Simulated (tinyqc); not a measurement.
Hueckel theory of the pi electrons, for the molecule C=NC=CC=O (SMILES; centres numbered as the heavy atoms are written), step by step. Computed by tinyqc, a small Python program that keeps every step. Settings: charge = 0. Command: `OMP_NUM_THREADS=1 python tinyqc.py 20617 20618 out.jsonl` (the two numbers bound the seeds that draw the settings). One thread of a shared host (Intel(R) Xeon(R) Processor @ 2.60GHz), about 0.01 s of CPU time with the checks.

## The Hueckel matrix

Centres:
```
centre  z_r, pi electrons of the neutral centre         h
1C                                            1  0.000000
2N                                            1  0.500000
3C                                            1  0.000000
4C                                            1  0.000000
5C                                            1  0.000000
6O                                            1  1.000000
```

Bonds:
```
i  j         k
1  2         1
2  3  1.000000
3  4         1
4  5         1
5  6         1
```

H_rr = alpha + h_r beta, H_rs = k_rs beta for bonded centres.

Hueckel matrix in units of beta (H = alpha + beta A), order 1C, 2N, 3C, 4C, 5C, 6O:
$$\begin{pmatrix}
0.000000 & 1.000000 & 0.000000 & 0.000000 & 0.000000 & 0.000000 \\
1.000000 & 0.500000 & 1.000000 & 0.000000 & 0.000000 & 0.000000 \\
0.000000 & 1.000000 & 0.000000 & 1.000000 & 0.000000 & 0.000000 \\
0.000000 & 0.000000 & 1.000000 & 0.000000 & 1.000000 & 0.000000 \\
0.000000 & 0.000000 & 0.000000 & 1.000000 & 0.000000 & 1.000000 \\
0.000000 & 0.000000 & 0.000000 & 0.000000 & 1.000000 & 1.000000
\end{pmatrix}$$

## Orbitals

pi electrons, sum of z_r less the charge = 6

Diagonalise; E = alpha + x beta with beta < 0, so the largest x are filled first; degenerate levels share their electrons. P = sum n_i c_ri c_si; each orbital has its largest coefficient positive (the first on a tie).

x values: [2.000000, 1.654796, 0.769800, -0.231880, -1.000000, -1.692716]

occupations: [2.000000, 2.000000, 2.000000, 0.000000, 0.000000, 0.000000]

coefficients, order 1C, 2N, 3C, 4C, 5C, 6O:
$$\begin{pmatrix}
0.218218 & -0.332711 & -0.423698 & 0.596349 & 0.516398 & -0.199665 \\
0.436436 & -0.550568 & -0.326163 & -0.138281 & -0.516398 & 0.337976 \\
0.436436 & -0.303083 & 0.335699 & -0.495143 & 0.258199 & -0.541421 \\
0.436436 & 0.049027 & 0.584584 & 0.253095 & 0.258199 & 0.578496 \\
0.436436 & 0.384213 & 0.114314 & 0.436456 & -0.516398 & -0.437809 \\
0.436436 & 0.586767 & -0.496585 & -0.354300 & 0.258199 & 0.162590
\end{pmatrix}$$

charge and bond-order matrix P, order 1C, 2N, 3C, 4C, 5C, 6O:
$$\begin{pmatrix}
0.675671 & 0.833225 & 0.107684 & -0.337522 & -0.162056 & 0.220834 \\
0.833225 & 1.199967 & 0.495703 & -0.054372 & -0.116688 & 0.058777 \\
0.107684 & 0.495703 & 0.790060 & 0.743723 & 0.224805 & -0.308133 \\
-0.337522 & -0.054372 & 0.743723 & 1.069237 & 0.552278 & -0.142105 \\
-0.162056 & -0.116688 & 0.224805 & 0.552278 & 0.702327 & 0.718306 \\
0.220834 & 0.058777 & -0.308133 & -0.142105 & 0.718306 & 1.562738
\end{pmatrix}$$

## Energy, charges, bond orders

E = sum n x; q_r = z_r - P_rr; bond order p = P_rs; free valence = sqrt(3) - sum of p over the bonds of the atom.

pi energy = 6 alpha + this times beta = 8.849193

pi charges: 1C 0.324329, 2N -0.199967, 3C 0.209940, 4C -0.069237, 5C 0.297673, 6O -0.562738

Bond orders and lengths from R = 1.517 - 0.180 p (angstrom, C-C alone):
```
bond         p         R
1-2   0.833225         -
2-3   0.495703         -
3-4   0.743723  1.383130
4-5   0.552278  1.417590
5-6   0.718306         -
```

free valence of the carbons: 1C 0.898826, 3C 0.492625, 4C 0.436050, 5C 0.461467

gap between the highest filled and the next level = 1.001680 |beta|
